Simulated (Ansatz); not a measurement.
Born–Oppenheimer molecular dynamics of BH6NO (9 atoms, charge 0, multiplicity 1). It starts at the highest image of a converged band. Of that band: The profile has 2 maxima (images 5, 7) with wells between them (image 6): this band takes more than one step, which may be the mechanism or a detour left from its start path. Neighbouring images differ by up to 1.9 eV, so the band resolves the path poorly. A vibrational analysis at the climbing image gives one clearly imaginary mode, 1279i cm⁻¹: a first-order saddle point.

All numbers below come from Ansatz 0.2.0, RKS BLYP-D4/def2-SVP.

```yaml
ensemble: NVE (velocity Verlet)
time_step: 0.5 fs
steps_asked: 200
starting_velocities_drawn_for: 100 K
seed: 9555
```

First frame:

```xyz
9
Properties=species:S:1:pos:R:3
B 0.111 0.373 0.022
O -0.080 -0.147 1.571
H -1.028 -0.339 1.727
N 1.215 -0.257 -0.642
H 2.149 -0.284 -0.230
H 1.244 -0.272 -1.662
H -0.941 0.484 -0.581
H 0.361 1.682 0.576
H 0.095 1.041 1.414
```

(1) How far do the bonds stretch over the last three quarters of this one trajectory? (Pairs bonded in most of those frames.)

Answers

(1) 
```tsv
bond	mean (Å)	spread (Å)	shortest	longest
B1–O2	1.387	0.057	1.27	1.51
B1–N4	1.428	0.049	1.35	1.52
B1–H7	1.230	0.014	1.20	1.26
O2–H3	0.975	0.008	0.96	0.99
N4–H5	1.027	0.008	1.01	1.05
N4–H6	1.023	0.005	1.01	1.03
H8–H9	0.769	0.021	0.74	0.80
```

Mean temperature of the second half: 1993 K. The conserved energy stayed within 0.18 meV per atom of its start (net change -0.0084 meV per atom), so the integration is sound. The kinetic energy rose, since the run started high on the potential surface and went downhill. It ends in pieces (BH4NO + H2), so much of that is their flight and rotation, not heat. A run of 0.1 ps of so small a system gives no equilibrium averages. The orbitals stay closed-shell, which can raise the energy where a bond breaks towards radicals; this wasn't checked here.

Time of the run: 120 s on 1 thread of AMD EPYC 9R45 96-Core Processor (Zen 5) (shared host), peak memory 0.14 GiB.
